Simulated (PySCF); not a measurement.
oxonium: gas-phase deprotonation enthalpies at several levels

Structure: `[OH3+]` ([H3O]+). Non-hydrogen atoms are numbered in `[OH3+:1]`.

All levels share the PBE0-D3(BJ)/ma-def2-SVP structures and the PBE0-D3(BJ)/ma-def2-SVP thermal terms; only the single-point energies (PySCF) change. Values are gas-phase deprotonation enthalpies (298 K, kJ/mol).

```jsonl
{"level": "MP2/aug-cc-pVTZ", "O1": "684", "abs. error": "5.3", "time": "1.9 s"}
{"level": "CCSD(T)/aug-cc-pVTZ", "O1": "690", "abs. error": "0.2", "time": "24 s"}
{"level": "ωB97X-D3(BJ)/ma-def2-TZVP", "O1": "696", "abs. error": "6.3", "time": "–"}
{"level": "HF/aug-cc-pVTZ", "O1": "706", "abs. error": "16.3", "time": "0.31 s"}
{"level": "ATcT 1.112", "O1": "689", "abs. error": "", "time": ""}
```

Times are wall times for all single points of a level on 1 thread of Arm Neoverse V2, a shared host; the dash marks the run that also made the structures.

Hartree-Fock leaves out electron correlation, so its deprotonation energies can be off by tens of kJ/mol.

The spread: 22 kJ/mol, from 684 to 706.
